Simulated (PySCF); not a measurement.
Gas-phase reaction: 3 Si(CH₃)₄ = 3 CH₃SiH₂ + 3 C₂H₆ + C₃H₃ (propargyl). Level: ωB97X-V/def2-TZVP†; standard pressure 1 bar.

Energies from PySCF, thermal terms from the rigid-rotor harmonic-oscillator model, ideal gas at 1 bar. † marks an energy on the PBE0/def2-TZVP geometry and frequencies. Open shells (unrestricted): CH₃SiH₂ (multiplicity 2), C₃H₃ (propargyl) (multiplicity 2); the rest are closed-shell singlets. CH₃SiH₂: computed as isolated molecules; such fragments, hydroxides, amides, oligomers or adducts are transient or little studied in the gas. The harmonic model lacks anharmonicity and excited electronic states, which grow with temperature; levels with a mode under 35 cm⁻¹ are left out. Internal rotation in Si(CH₃)₄, CH₃SiH₂, C₂H₆ is treated as a harmonic vibration of one conformer, which makes the entropy rough.

| T (K) | 1000/T (1/K) | log10 K |
|---|---|---|
| 800 | 1.2500 | -43.26 |
| 1000 | 1.0000 | -28.21 |
| 1200 | 0.8333 | ? |
| 1400 | 0.7143 | -11.25 |
| 1600 | 0.6250 | -6.03 |
| 1800 | 0.5556 | -2.02 |

Question: Fit log10 K = a + b·(1000/T) to the five rows, get the mean ΔH° and ΔS°, and predict log10 K at 1200 K.

Answer: Means: 1000/T = 0.8290, log10 K = -18.154. Sums of products about the means: Sxy = -19.96542, Sxx = 0.336002, so b = Sxy/Sxx = -59.42 and a = -18.154 − (-59.42)×0.8290 = 31.10.
ΔH° = −R ln 10 × 1000 K × b = −19.145 × (-59.42) = 1138 kJ; ΔS° = R ln 10 × a = 595 J/K. The run's own values go from 1158 kJ and 619 J/K at 800 K to 1101 kJ and 573 J/K at 1800 K.
Prediction at 1200 K: 31.10 + (-59.42)×0.8333 = -18.41. The computed value is -18.28, 0.13 from the line.
For scale, ΔH°(298 K) is 1185 kJ at this level, 1195 kJ at ωB97M-V/def2-TZVP†, and runs from 758 to 1268 kJ over the 18 levels computed.
